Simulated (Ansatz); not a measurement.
Total energies of the cluster Li2H2 from Ansatz at PBE0-D4/def2-TZVP, gas phase (1 Eh = 27.2114 eV = 2625.5 kJ/mol). The reference geometry is relaxed at PBE-D4/def2-TZVP.

```xyz
4

Li   -0.2568   -1.0455    0.3780
Li    0.2657    1.0401   -0.3867
H    -0.9474   -0.0990   -0.9171
H     0.9385    0.1045    0.9257
```

| state | geometry | energy (Eh) |
| --- | --- | --- |
| charge 0 singlet | reference | -16.18011 |
| charge 1 doublet | reference | -15.87913 |
| charge 1 doublet | relaxed at PBE-D4/def2-TZVP | -15.92232 |
| charge 0 triplet | relaxed at PBE-D4/def2-TZVP | -16.07350 |
| charge 0 quintet | relaxed at PBE-D4/def2-TZVP | -15.94492 |
| free Li atom (doublet) | – | -7.46705 |
| free H atom (doublet) | – | -0.50104 |

Q: Work out the vertical ionisation energy to the doublet.

A: E(charge 1 doublet) − E(charge 0 singlet) = -15.87913 − (-16.18011) = 0.30098 Eh = 8.19 eV. For comparison, −ε of the highest occupied level is 5.82 eV at this level, 2.37 eV less.

Q: How much does the charge 1 doublet relax, and what is the adiabatic ionisation energy?

A: Relaxation: -15.87913 − (-15.92232) = 0.04319 Eh = 1.18 eV. Adiabatic ionisation energy: 0.25779 Eh = 7.01 eV, without zero-point energy. In the charge 1 doublet, H3 and H4 lie 1.30 Å apart (atoms count from 1), so these atoms are partly bonded to each other.

Q: Which of the charge 0 states is lowest, and how far above it are the others?

A: The singlet. triplet: -16.07350 − (-16.18011) = 0.10661 Eh = 279.9 kJ/mol; quintet: -15.94492 − (-16.18011) = 0.23519 Eh = 617.5 kJ/mol. The quintet has fallen apart, so its energy is that of loose fragments and no spin gap. The triplet differs in its bonds from the reference. The quintet differs in its bonds from the reference.

Q: What is the binding energy per atom against free atoms?

A: Atoms: 2 × (-7.46705) + 2 × (-0.50104) = -15.93618 Eh. Binding: -15.93618 − (-16.18011) = 0.24393 Eh = 6.64 eV, or 1.66 eV for each of 4 atoms (no zero-point energy, no counterpoise term).

The structure comes from a short search, and lower isomers may exist.
